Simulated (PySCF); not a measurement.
# [AlH4]− (SMILES [AlH4-]): MP2/STO-3G

Aim: the vertical singlet–triplet gap of [AlH4]− at MP2/STO-3G, from 2 runs. Input form: a Python script.

Program for the calculation: PySCF 2.14.0.

11 further runs of the same task are left out: 11 set aside as unsound or not needed.

## 1. The system as given

[AlH4]−: 5 atoms, total charge -1, spin state singlet. SMILES: `[AlH4-]`. Geometry: a GFN2-xTB relaxation, a rough one for these elements and not checked as a minimum.

Bond lengths: Al1–H2 1.628 Å, Al1–H3 1.628 Å, Al1–H4 1.628 Å, Al1–H5 1.627 Å. Angles: H2–Al1–H3 109.4°, H2–Al1–H4 109.5°, H2–Al1–H5 109.4°, H3–Al1–H4 109.5°, H3–Al1–H5 109.4°, H4–Al1–H5 109.6°.

## 2. The energy at MP2/STO-3G

input.py reads:

```python
from pyscf import gto, mp

mol = gto.M(
    atom='''
Al  -0.000020   0.000060  -0.001080
H    1.443510  -0.504270   0.556410
H   -1.182970  -0.604500   0.939130
H   -0.203840  -0.517130  -1.530710
H   -0.056670   1.625850   0.036250
''',
    charge=-1,
    basis='sto-3g',
    verbose=3,
    max_memory=1860,
)

myscf = mol.RHF()
myscf.conv_tol = 1e-10
myscf.kernel()
if not myscf.converged:
    myscf = myscf.newton().run(myscf.mo_coeff, myscf.mo_occ)

pt = mp.MP2(myscf, frozen=5).run()
etot = pt.e_tot
print('E(%s) = %.9f' % ('MP2', etot))
```

Command:

```sh
$ OMP_NUM_THREADS=1 python input.py
```

The program printed:

```text
converged SCF energy = -241.147237562435
E(RMP2) = -241.188161479095  E_corr = -0.0409239166598586
E(SCS-RMP2) = -241.195803431032  E_corr = -0.0485658685970841
E(MP2) = -241.188161479
```

Run time: 0.81 s. Hardware: 1 thread of Arm Neoverse V1, shared host; peak memory 0.12 GiB.

## 3. The triplet at the same level

input.py reads:

```python
from pyscf import gto, scf, mp

mol = gto.Mole()
mol.atom = [
    ('Al', (-0.000020, 0.000060, -0.001080)),
    ('H', (1.443510, -0.504270, 0.556410)),
    ('H', (-1.182970, -0.604500, 0.939130)),
    ('H', (-0.203840, -0.517130, -1.530710)),
    ('H', (-0.056670, 1.625850, 0.036250)),
]
mol.max_memory = 1860
mol.spin = 2
mol.verbose = 3
mol.charge = -1
mol.basis = 'sto-3g'
mol.build()

myscf = scf.UHF(mol)
myscf.conv_tol = 1e-10
myscf.kernel()
if not myscf.converged:
    myscf = myscf.newton().run(myscf.mo_coeff, myscf.mo_occ)

pt = mp.MP2(myscf, frozen=5).run()
e_final = pt.e_tot
print('Final energy', e_final)
```

Command:

```sh
$ OMP_NUM_THREADS=1 python input.py
```

The program printed:

```text
WARN: HOMO 0.34937777465929 >= LUMO -0.29368933036163

WARN: HOMO 0.464137375718581 >= LUMO 0.29143602915719

WARN: HOMO 0.439565201612613 >= LUMO 0.339821064011885

WARN: HOMO 0.434078838185742 >= LUMO 0.354508084680272

WARN: HOMO 0.432044124586842 >= LUMO 0.358387920871251

WARN: HOMO 0.432818835413317 >= LUMO 0.357064893628809

WARN: HOMO 0.43173158468435 >= LUMO 0.362384908138915

WARN: HOMO 0.434878776486406 >= LUMO 0.356088201609865

WARN: HOMO 0.432386457983501 >= LUMO 0.359731781689538

WARN: HOMO 0.433368992253968 >= LUMO 0.359167658986767

WARN: HOMO 0.43282162116718 >= LUMO 0.35970825223599

WARN: HOMO 0.432862448368139 >= LUMO 0.359704824901401

WARN: HOMO 0.432888192942548 >= LUMO 0.359657556625102

WARN: HOMO 0.432878178325507 >= LUMO 0.359675462182089

WARN: HOMO 0.43287903922289 >= LUMO 0.359674813958122

WARN: HOMO 0.432878941344313 >= LUMO 0.359674674350192

converged SCF energy = -240.677522729612  <S^2> = 2.0028448  2S+1 = 3.001896
E(UMP2) = -240.716107734072  E_corr = -0.0385850044601954
E(SCS-UMP2) = -240.723230555239  E_corr = -0.0457078256267236
Final energy -240.71610773407247
```

Run time: 0.79 s. Hardware: 1 thread of Arm Neoverse V1, shared host; peak memory 0.12 GiB.

## 4. Results

Level: MP2/STO-3G, 5 core orbitals frozen.

| quantity | value |
| --- | --- |
| singlet: total energy | -241.18816 Eh |
| singlet: HOMO energy (Hartree–Fock orbitals) | -1.39 eV |
| singlet: LUMO energy (Hartree–Fock orbitals) | 22.04 eV |
| singlet: HOMO–LUMO gap (to an unbound level, set by the basis) | 23.42 eV |
| singlet: correlation energy (5 core orbitals frozen) | -40.9 mEh |
| triplet: total energy | -240.71611 Eh |
| triplet: HOMO energy (Hartree–Fock orbitals) (highest over α and β) | 11.78 eV |
| triplet: correlation energy (5 core orbitals frozen) | -38.6 mEh |
| triplet: ⟨S²⟩ of the reference determinant | 2.003 |
| vertical energy of the triplet above the singlet | 12.845 eV |

In words: At this shape the triplet lies 12.85 eV (1239 kJ/mol) above the singlet. For an anion a state so high probably lies above electron detachment. In a minimal basis such a difference can be off by several eV, whatever the method. The HOMO (triplet) lies at positive energy, 11.78 eV: the electron is unbound at this level or held by a compact basis; values depend on the basis.
